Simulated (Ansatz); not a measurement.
Hg (within 0.1 Å of C2/m, No. 12, 3 atoms in the cell; start mp-569360)

Calculation: PBEsol (Ansatz, a quantum-chemistry and plane-wave program, plane waves, PAW).

Run with plane-wave cutoff 500 eV, 24×24×10 k mesh (along the axes of the cell as run), Fermi–Dirac smearing 0.1 eV, scalar-relativistic PAW data made under PBE.

Cell (relaxed at this level):

Space group P-1 (No. 2); a = 2.9380 Å, b = 3.0956 Å, c = 3.1056 Å, α = 60.13°, β = 88.80°, γ = 89.84°

```tsv
atom	site	symmetry	x	y	z
Hg	1a	-1	0.0000	0.0000	0.0000
```
(The calculation used a cell of 3 atoms; values per cell refer to that cell.)

| Property | Result |
|---|---|
| band gap | zero (no gap) |

Spin–orbit coupling is not included; it can shift volumes and moduli of such heavy elements.

Static lattice: no zero-point or thermal effects.

The result took around 3 core-hours (rough).

A start named mp-… is a Materials Project structure, which need not be a measured phase.
